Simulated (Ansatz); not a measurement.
One change: `[AlH2][O][SiH3]` becomes `[SiH]O[SiH3]`.

Ansatz, PBE0-D4/def2-TZVP geometries, multiplicity 1. 

| property | `[AlH2][O][SiH3]` |
| --- | --- |
| HOMO–LUMO gap (PBE/def2-TZVPP) / eV | 4.94 |
| LUMO energy (B3LYP/def2-TZVPP) / eV | -1.41 |
| HOMO–LUMO gap (PBE0/def2-TZVPP) / eV | 7.06 |
| HOMO energy (B3LYP/def2-TZVPP) / eV | -8.05 |
| LUMO energy (ωB97M-V/def2-TZVPP) / eV | 0.40 |
| LUMO energy (PBE/def2-TZVPP) / eV | -1.97 |

(1) What does the change do to each property? (An estimate is asked.)

Answers

(1) Ansatz gave: 
```tsv
property	`[SiH]O[SiH3]`	shift
HOMO–LUMO gap (PBE/def2-TZVPP) / eV	2.38	-2.56
LUMO energy (B3LYP/def2-TZVPP) / eV	-2.41	-1.00
HOMO–LUMO gap (PBE0/def2-TZVPP) / eV	4.33	-2.73
HOMO energy (B3LYP/def2-TZVPP) / eV	-6.39	1.66
LUMO energy (ωB97M-V/def2-TZVPP) / eV	-0.23	-0.63
LUMO energy (PBE/def2-TZVPP) / eV	-3.09	-1.12
```

With PBE0 the HOMO rises by 1.68 eV and the LUMO falls by 1.05 eV, so the gap narrows by about 2.73 eV. PBE moves the HOMO by 1.43 eV and ωB97M-V by 1.81 eV.

B3LYP here is the variant with VWN-RPA as its local correlation; programs differ in this.
